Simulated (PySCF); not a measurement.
Mapped SMILES: `[F:1][C:2]([Cl:3])([Cl:4])[Cl:5]`.

Geometry: GFN2-xTB; GIAO absolute shieldings from PySCF 2.14.0 with density-fitted response routines, gas phase, non-relativistic, averaged over equivalent atoms.

At BP86/STO-3G (37 basis functions, of the order of 1.9 core-seconds):
```json
{"atoms": "F1", "σ (ppm)": "256.3"}
{"atoms": "C2", "σ (ppm)": "114.1"}
{"atoms": "Cl3/Cl4/Cl5", "σ (ppm)": "755.4"}
```

Q: Predict the values at X3LYP/pcSseg-1 on the same geometry.

A: 
```json
{"atoms": "F1", "σ at X3LYP/pcSseg-1": "167.1", "change": "-89.2"}
{"atoms": "C2", "σ at X3LYP/pcSseg-1": "29.3", "change": "-84.8"}
{"atoms": "Cl3/Cl4/Cl5", "σ at X3LYP/pcSseg-1": "357.5", "change": "-397.9"}
```

The largest change is at Cl3/Cl4/Cl5 (chlorine bonded to C). Cost: 106 basis functions, roughly 4 core-seconds.

Carbons that carry Cl, above all several Cl atoms, come out too deshielded, partly because spin–orbit coupling is missing.
